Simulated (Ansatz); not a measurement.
# AlN2H (singlet): wave-function methods side by side, cc-pVDZ

An exercise on one series of results from a longer session: the logs are not shown, and one member is left open.

Method: cc-pVDZ, core rule «outside noble gas», up to 7 orbitals frozen; program: Ansatz 0.2.0, Gaussian basis.

Plan: UHF; CCSD(T) on RHF; CCSD(T) on UHF; BCCD(T) on RHF; CISD; CCSDT(Q) on RHF; CCSDT(Q) on UHF.

26 further runs of the same task are left out: 6 for a known fault of the program, 12 that didn't finish, 8 set aside as unsound or not needed.

**The system**

The geometry is a PBE0/def2-TZVP stationary point (not a proven minimum) of the parent state, kept for this charge and spin.

4 atoms, charge 0, spin multiplicity 1.

Atoms are counted from 1 here; the program's logs count them from 0.

Bond lengths: Al1–N2 1.879 Å, N2–N3 1.296 Å, N2–H4 1.026 Å. Angles: Al1–N2–N3 128.0°, Al1–N2–H4 118.8°, N3–N2–H4 113.2°.

The first run:

Input file in.yaml:

```yaml
crystal:
  periodic: [false, false, false]
  atoms:
    - {symbol: Al, position_ang: [0.000000, -0.079269, 1.203465]}
    - {symbol: N, position_ang: [0.000000, 0.413422, -0.609656]}
    - {symbol: N, position_ang: [0.000000, -0.362251, -1.647435]}
    - {symbol: H, position_ang: [0.000000, 1.410865, -0.850200]}
basis:
  gaussian: {orbitals: cc-pVDZ}
magnetization: {spin_polarized: true, initial_magnetization: 0}
hamiltonian: {xc: hf}
output: {orbitals: {seedname: orbitals}}
```

On the command line:

```
$ ansatz run in.yaml --threads 1 --pin off --events-out ev --progress --plain --max-ram 2393MiB
```

Steps of the session up to this table: UHF; CCSD(T) on RHF; CCSD(T) on UHF; BCCD(T) on RHF; CISD; CCSDT(Q) on RHF; CCSDT(Q) on UHF.

One of the session's tables, all rows but one given; the rest of the session is left out.

It belongs to the step «Misses and costs». 

```
   method  from RCCSDT(Q) (meV)
      RHF              +10823.0
      UHF              +10251.4
     RMP2                     ?
     UMP2               +1405.5
     CISD               +1632.3
    RCCSD                +459.8
    UCCSD                +367.1
 RCCSD(T)                 +71.9
 UCCSD(T)                 +19.9
  BCCD(T)                 +70.4
   RCCSDT                 +43.9
   UCCSDT                 -81.8
RCCSDT(Q)                     0
UCCSDT(Q)                -162.4
```

**Question.** Estimate the row for RMP2.

As computed: from RCCSDT(Q) (meV): +1348.4. In the column «from RCCSDT(Q) (meV)» it lies between RCCSD (+459.8) and UMP2 (+1405.5).

The program flags UCCSDT(Q) as in doubt (see the logs), so those rows may rest on another solution; read them beside their warnings.

To keep in mind: The determinant is far from a pure spin state, so its energy mixes those of several spin states (harmless only where they are near-degenerate, as at dissociation). The program flags UCCSDT(Q) as in doubt, so those rows may rest on another solution; read them beside their warnings. Warnings: restricted reference is unstable; spin contamination; large T1 diagnostic. Restricted and unrestricted rows rest on different reference determinants; where their highest levels disagree by more than a few hundredths of an eV, they describe different states and don't form one ladder.
